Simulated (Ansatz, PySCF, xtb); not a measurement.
Protons, H atoms and electrons added to or taken from C1CC1. All species are isolated molecules in the gas phase. Strings in code marks are SMILES.

Quantity: gas-phase deprotonation enthalpy at 298 K, in kcal/mol. Thermal and zero-point terms are GFN2-xTB rigid-rotor harmonic values (xtb). Levels without diffuse functions put anions too high.

Level 1: frozen-core MP2/aug-cc-pVTZ // B3LYP-D3(BJ)/def2-TZVPD (Ansatz, a first-principles code)
Level 2: B3LYP/3-21G // B3LYP-D3(BJ)/def2-TZVPD (PySCF)
Level 3: SVWN5/6-31G* // B3LYP-D3(BJ)/def2-TZVPD (PySCF)
Level 4: frozen-core MP2/6-31G* // B3LYP-D3(BJ)/def2-TZVPD (PySCF)

```json
[
 {"species": "proton removed from C1: `[CH-]1CC1`", "level 2": "437.9", "level 3": "423.9", "level 4": "432.8"}
]
```

What does level 1 give for each?


- proton removed from C1: `[CH-]1CC1`: 409.9
